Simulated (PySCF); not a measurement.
Compound: C3H7O2P.
Geometry (GFN2-xTB, Å), atoms numbered from 1 in this order:
```
atom  x, y, z in Å
C1     2.194   -0.364   -0.396
O2     0.941   -0.306    0.276
C3     0.313    0.867    0.291
O4     0.711    1.879   -0.219
P5    -1.207    0.706    1.325
C6    -2.031   -0.646    0.364
H7     2.042   -0.337   -1.477
H8     2.815    0.484   -0.105
H9     2.658   -1.302   -0.101
H10   -1.844    1.776    0.696
H11   -3.048   -0.753    0.735
H12   -2.053   -0.427   -0.702
H13   -1.495   -1.576    0.539
```

Method used: TDDFT wB97X-D/def2-SVPD, vertical, gas phase, core orbitals frozen in the response in PySCF.

Transition dipole moments from the ground state, in atomic units and in the frame of the coordinates above (overall signs are arbitrary), for the states with f of 0.002 or more among the lowest 7:

| state | E (eV) | μx | μy | μz |
| --- | --- | --- | --- | --- |
| S1 | 5.378 | 0.355 | 0.062 | -0.294 |
| S2 | 6.581 | -0.694 | -0.375 | 0.219 |
| S3 | 6.951 | 0.504 | -0.288 | -0.073 |
| S4 | 7.114 | -0.339 | -0.043 | -0.110 |
| S5 | 7.446 | 0.332 | -0.254 | -0.590 |
| S6 | 7.942 | 0.197 | -0.336 | -0.142 |
| S7 | 8.198 | -0.201 | 0.072 | -0.489 |

Task: Work out the oscillator strengths.

Result: f = (2/3) ΔE |μ|² with ΔE in hartree (27.2114 eV).

```json
{"state": "S1", "|μ|² (au)": "0.216", "|μ| (D)": "1.18", "f": "0.029"}
{"state": "S2", "|μ|² (au)": "0.670", "|μ| (D)": "2.08", "f": "0.108"}
{"state": "S3", "|μ|² (au)": "0.342", "|μ| (D)": "1.49", "f": "0.058"}
{"state": "S4", "|μ|² (au)": "0.129", "|μ| (D)": "0.91", "f": "0.022"}
{"state": "S5", "|μ|² (au)": "0.523", "|μ| (D)": "1.84", "f": "0.095"}
{"state": "S6", "|μ|² (au)": "0.172", "|μ| (D)": "1.05", "f": "0.033"}
{"state": "S7", "|μ|² (au)": "0.285", "|μ| (D)": "1.36", "f": "0.057"}
```

Task: What angle do the transition dipoles of S3 and S4 make?

Result: |cos θ| = |μa·μb| / (|μa| |μb|) = 0.72, so θ ≈ 44° (taken between 0 and 90°, since the signs are arbitrary).

Task: How is the summed strength of these states shared among x, y and z?

Result: (2/3) Σ ΔE μα² gives 0.193 for x, 0.072 for y and 0.138 for z, 0.403 in all.

Task: What peak molar absorption coefficient would the strongest computed level give as a lone Gaussian band 0.3 eV wide at half height?

Result: ε(max) = 2.175×10⁸ f / FWHM, with the width in cm⁻¹. S2: 2.175×10⁸ × 0.1080 / 2420 ≈ 9700 L mol⁻¹ cm⁻¹.

One conformer stands for the species.
